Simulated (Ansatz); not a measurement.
A nudged elastic band was laid between two geometries of CH4 + CH6Si (13 atoms, charge 0, multiplicity 1).

Level of theory: RKS B3LYP-D4/def2-mTZVP (Ansatz).

| Property | Result |
| --- | --- |
| movable images | 5 |
| climbing image | yes |
| spring | 5.0 eV/Å² |
| optimiser | quadratic models (default) |
| start path | through a guess of the saddle point |
| force threshold | 0.03 eV/Å |
| iteration limit | 60 |
| end points | relaxed |

First end point:

```xyz
13
Properties=species:S:1:pos:R:3
Si -0.710 -1.522 -0.246
H 0.407 -1.546 -1.223
H -1.337 -2.868 -0.229
H -1.722 -0.546 -0.721
C -0.087 -1.061 1.470
H 1.465 1.377 -0.710
C 0.664 2.088 -0.908
H -0.904 -1.038 2.193
H 0.652 -1.782 1.828
H 0.384 -0.077 1.468
H 0.059 2.216 -0.011
H 1.093 3.047 -1.195
H 0.037 1.712 -1.716
```

Last end point:

```xyz
13
Properties=species:S:1:pos:R:3
Si -0.978 -0.200 -0.126
H 2.275 -1.301 -1.258
H -0.752 -1.254 -1.152
H -2.448 -0.078 0.066
C -0.171 -0.717 1.495
H 2.789 -0.772 -1.170
C -0.287 1.440 -0.745
H -0.571 -1.668 1.854
H 0.908 -0.835 1.380
H -0.341 0.027 2.277
H -0.455 2.239 -0.019
H 0.788 1.375 -0.921
H -0.758 1.744 -1.682
```

Task: Which bonds break or form, and what moves?

Result: Bonds broken: Si1–H2, H6–C7. Bonds formed: Si1–C7, H2–H6. CH4 + CH6Si becomes C2H8Si + H2.

Task: What energy profile does the band end with?

Result: The forces met the threshold. The highest image is number 3 of 0 to 6, 354.6 kJ/mol above the first end and 320.1 kJ/mol above the last; the last end lies 34.5 kJ/mol above the first. Neighbouring images differ by up to 3.0 eV, so the band resolves the path poorly. A vibrational analysis at the climbing image gives one clearly imaginary mode, 1701i cm⁻¹: a first-order saddle point. The orbitals stay closed-shell, which can raise the energy where a bond breaks towards radicals; this wasn't checked here.

```json
{"image": "0", "path coordinate (Å)": "0.00", "energy (kJ/mol)": "0.0", "Si1–H2 (Å)": "1.48", "H6–C7 (Å)": "1.09", "Si1–C7 (Å)": "3.92"}
{"image": "1", "path coordinate (Å)": "1.46", "energy (kJ/mol)": "2.2", "Si1–H2 (Å)": "1.48", "H6–C7 (Å)": "1.09", "Si1–C7 (Å)": "3.78"}
{"image": "2", "path coordinate (Å)": "2.92", "energy (kJ/mol)": "63.2", "Si1–H2 (Å)": "1.49", "H6–C7 (Å)": "1.08", "Si1–C7 (Å)": "3.06"}
{"image": "3", "path coordinate (Å)": "4.38", "energy (kJ/mol)": "354.6", "Si1–H2 (Å)": "1.77", "H6–C7 (Å)": "1.36", "Si1–C7 (Å)": "2.21"}
{"image": "4", "path coordinate (Å)": "5.62", "energy (kJ/mol)": "84.3", "Si1–H2 (Å)": "2.57", "H6–C7 (Å)": "2.24", "Si1–C7 (Å)": "1.92"}
{"image": "5", "path coordinate (Å)": "6.87", "energy (kJ/mol)": "39.7", "Si1–H2 (Å)": "3.37", "H6–C7 (Å)": "3.05", "Si1–C7 (Å)": "1.89"}
{"image": "6", "path coordinate (Å)": "8.11", "energy (kJ/mol)": "34.5", "Si1–H2 (Å)": "3.62", "H6–C7 (Å)": "3.81", "Si1–C7 (Å)": "1.88"}
```

Task: What is the geometry of the highest image?

Result: 
```xyz
13
Properties=species:S:1:pos:R:3
Si -0.401 -0.543 -0.203
H 1.339 -0.721 -0.494
H -0.603 -1.567 -1.253
H -1.761 0.115 -0.106
C -0.075 -1.005 1.590
H 0.914 0.289 -0.796
C 0.181 1.407 -1.067
H -1.017 -1.242 2.091
H 0.613 -1.845 1.684
H 0.368 -0.157 2.120
H -0.123 2.043 -0.237
H 1.126 1.796 -1.466
H -0.561 1.431 -1.863
```

The band took 25 iterations and of the order of 6 core-minutes.

Time of the run: 3.4 min on 2 threads of Intel(R) Xeon(R) 6975P-C (Granite Rapids), on a shared host, peak memory 0.21 GiB.
